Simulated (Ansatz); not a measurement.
A nudged elastic band was laid between two geometries of ClH3Si + H3N (9 atoms, charge 0, multiplicity 1).

The calculation used Ansatz 0.2.0, RKS PBE-D4/def2-SVP.

```
movable images  : 7
climbing image  : yes
spring          : 5.0 eV/Å²
optimiser       : quadratic models (default)
start path      : through a guess of the saddle point
force threshold : 0.05 eV/Å
iteration limit : 60
end points      : relaxed
```

First end point:

```xyz
9
Properties=species:S:1:pos:R:3
Si 0.237 0.021 0.016
Cl 0.552 0.240 2.086
H 1.656 0.053 -0.509
H -0.452 1.193 -0.614
H -0.304 -1.322 -0.368
N -2.280 -0.044 0.994
H -3.082 -0.204 0.368
H -2.463 0.840 1.488
H -2.315 -0.777 1.715
```

Last end point:

```xyz
9
Properties=species:S:1:pos:R:3
Si -0.451 -0.022 -0.410
Cl -0.201 0.528 3.262
H 0.611 -0.980 0.035
H 0.009 1.402 -0.345
H -0.845 -0.345 -1.830
N -1.796 -0.172 0.753
H -2.190 -1.114 0.864
H -2.570 0.492 0.628
H -1.017 0.210 2.219
```

(1) What changes between the two ends?

(2) Give the energies along the band, and the barrier.

(3) What is the geometry of the highest image?

(4) What are the harmonic wavenumbers there?

Answers

(1) Bonds broken: Si1–Cl2, N6–H9. Bonds formed: Si1–N6, Cl2–H9. ClH3Si + H3N becomes ClH + H5NSi.

(2) It converged. The highest image is number 5 of 0 to 8, 13.7 kcal/mol above the first end and 6.9 kcal/mol above the last; the last end lies 6.9 kcal/mol above the first. A vibrational analysis at the climbing image gives one clearly imaginary mode, 145i cm⁻¹: a first-order saddle point. The orbitals stay closed-shell, which can raise the energy where a bond breaks towards radicals; this wasn't checked here.

| image | path coordinate (Å) | energy (kcal/mol) | Si1–Cl2 (Å) | N6–H9 (Å) | Si1–N6 (Å) |
| --- | --- | --- | --- | --- | --- |
| 0 | 0.00 | 0.0 | 2.11 | 1.03 | 2.70 |
| 1 | 1.00 | 0.3 | 2.10 | 1.03 | 2.81 |
| 2 | 2.00 | 0.3 | 2.10 | 1.03 | 2.89 |
| 3 | 2.99 | 3.7 | 2.15 | 1.03 | 2.36 |
| 4 | 3.99 | 11.8 | 2.29 | 1.04 | 2.09 |
| 5 | 4.99 | 13.7 | 2.70 | 1.11 | 1.91 |
| 6 | 5.42 | 11.6 | 3.02 | 1.32 | 1.85 |
| 7 | 5.86 | 7.6 | 3.37 | 1.61 | 1.80 |
| 8 | 6.29 | 6.9 | 3.72 | 1.70 | 1.78 |

(3) 
```xyz
9
Properties=species:S:1:pos:R:3
Si -0.300 0.071 -0.106
Cl 0.211 0.685 2.479
H 0.732 -0.975 0.147
H 0.030 1.512 -0.299
H -0.932 -0.342 -1.433
N -1.882 -0.226 0.926
H -2.257 -1.184 0.855
H -2.639 0.438 0.703
H -1.414 0.021 1.902
```

(4) 145i, 159, 291, 371, 496, 521, 580, 795, 810, 878, 962, 990, 1133, 1450, 1489, 2048, 2205, 2248, 2302, 3388, 3483 cm⁻¹.

Time of the run: 5.3 min on 2 threads of AMD EPYC 7571 (shared host), peak memory 0.14 GiB.
